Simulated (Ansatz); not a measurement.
# AlHO (triplet): the correlation ladder, 6-31G

The task here is to estimate one member of a computed series from the others.

Computed with Ansatz 0.2.0, Gaussian basis. Level: 6-31G, core rule «outside noble gas», up to 6 orbitals frozen.

The runs, in order: UHF; CCSD(T) on ROHF; CCSD(T) on UHF; BCCD(T) on ROHF; CISD; CCSDT(Q) on ROHF; CCSDT(Q) on UHF; CISDTQ; CCSDTQ on ROHF; CCSDTQ on UHF.

15 further runs of the same task are left out: 7 for a known fault of the program, 2 that didn't finish, 6 set aside as unsound or not needed.

## The system

The geometry is a PBE0/def2-TZVP stationary point (not a proven minimum) of the parent state, kept for this charge and spin.

3 atoms, charge 0, spin multiplicity 3.

Atoms are counted from 1 here; the program's logs count them from 0.

Bond lengths: Al1–O2 1.674 Å, O2–H3 0.950 Å. Angles: Al1–O2–H3 180.0°.

Set-up of the first run:

Contents of in.yaml:

```yaml
crystal:
  periodic: [false, false, false]
  atoms:
    - {symbol: Al, position_ang: [0.000000, 0.000000, 1.432992]}
    - {symbol: O, position_ang: [0.000000, 0.000000, -0.241478]}
    - {symbol: H, position_ang: [0.000000, 0.000000, -1.191514]}
basis:
  gaussian: {orbitals: 6-31G}
magnetization: {spin_polarized: true, initial_magnetization: 2}
hamiltonian: {xc: hf}
output: {orbitals: {seedname: orbitals}}
```

The run is started by

```
> ansatz run in.yaml --threads 1 --pin off --events-out ev --progress --plain --max-ram 2393MiB
```

Among the steps run: UHF; CCSD(T) on ROHF; CCSD(T) on UHF; BCCD(T) on ROHF; CISD; CCSDT(Q) on ROHF; CCSDT(Q) on UHF; CISDTQ; CCSDTQ on ROHF; CCSDTQ on UHF.

One table of the session follows, with a row left open; its other results are not shown here.

```
   method  from UCCSDTQ (meV)
     ROHF             +3872.8
      UHF             +3853.5
     RMP2              +212.6
     UMP2              +199.7
     CISD                   ?
    RCCSD               +75.2
    UCCSD               +75.2
 RCCSD(T)               +21.1
 UCCSD(T)               +20.3
  BCCD(T)               +19.5
   RCCSDT               +12.7
   UCCSDT               +12.3
   CISDTQ                +9.4
RCCSDT(Q)                +0.1
UCCSDT(Q)                -2.0
  RCCSDTQ                +0.5
  UCCSDTQ                   0
```

Estimate the missing values for CISD.

As computed: from UCCSDTQ (meV): +249.2. In the column «from UCCSDTQ (meV)» it lies between RMP2 (+212.6) and UHF (+3853.5).

Limits of these values: Restricted and unrestricted rows rest on different reference determinants; where their highest levels disagree by more than a few hundredths of an eV, they describe different states and don't form one ladder.
